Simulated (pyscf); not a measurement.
# Four-centre exchange: S=Mo(=S)(SH)–SH + water (H₂O) -> HO–Mo(=S)(=S)–SH + H₂S

Gas phase, singlet surface, charge 0. Bonds broken: Mo2–S4, O8–H9. Bonds formed: Mo2–O8, S4–H9. Single points on ωB97X-D3(BJ)/def2-SVP structures (PySCF, gas phase).

Transition state (Å):

```xyz
10

S     -0.1604    -0.3778     2.4535
Mo    -0.6625    -0.6359     0.4569
S     -1.9528    -2.2549     0.2581
S     -2.5323     1.1396     0.4088
S      1.2172    -1.6448    -0.5458
H     -3.3192     0.5165    -0.4902
H      2.0798    -0.6541    -0.2349
O     -0.2493     0.8793    -0.8592
H     -1.4404     1.4522    -0.5862
H      0.3072     0.7215    -1.6333
```

One imaginary mode, 968i cm⁻¹; descent along it reached the two sides named, in the forms told below.

```tsv
bond	change	reactant side (Å)	saddle	product side
Mo2–S4	breaks	2.374	2.579	2.7
O8–H9	breaks	0.975	1.350	2.7
Mo2–O8	forms	2.385	2.049	1.916
S4–H9	forms	2.512	1.510	1.347
```

Electronic energies relative to the separated reactants (eV):

```tsv
level	barrier	reaction energy	reverse barrier
ωB97X-D3(BJ)/def2-TZVP	0.43	+0.22	0.21
PBE/def2-TZVP	0.44	+0.07	0.37
r²SCAN/def2-TZVP	0.42	+0.05	0.37
B3LYP-D3(BJ)/def2-TZVP	0.49	+0.12	0.37
PBE0-D3(BJ)/def2-TZVP	0.45	+0.17	0.28
M06-2X/def2-TZVP	0.59	+0.11	0.49
ωB97M-D3(BJ)/def2-TZVP	0.50	+0.04	0.45
HF/def2-TZVP	1.24	-0.08	1.32
```

With ωB97M-D3(BJ)/def2-TZVP energies and thermal terms (ideal gas, 1 atm, RRHO with modes under 100 cm⁻¹ raised to 100, one conformer, R ln 2 for rigid chiral ones), in eV:

```csv
T (K),ΔH‡,ΔG‡,ΔH,ΔG
298,0.41,0.89,-0.03,-0.06
600,0.42,1.38,-0.04,-0.09
900,0.45,1.85,-0.03,-0.11
1200,0.49,2.31,-0.03,-0.14
```

On the reactant side the descent ends in an adduct with a Mo–O contact (not fully relaxed), 0.24 eV under the separated species and 0.67 eV under the saddle at ωB97X-D3(BJ)/def2-TZVP. On the product side the descent ends in an adduct with a Mo–S contact, 0.18 eV under the separated species and 0.39 eV under the saddle at ωB97X-D3(BJ)/def2-TZVP. What is counted as formed (Mo–O) is already present as a longer contact in the reactant adduct; forming that adduct is a step of its own. What is counted as broken (Mo–S) persists as a longer contact in the product adduct; parting that adduct is a step of its own. This is the saddle that the search found; another between the same sides may lie lower. Elements past Kr carry the def2 core potentials, without spin-orbit coupling.
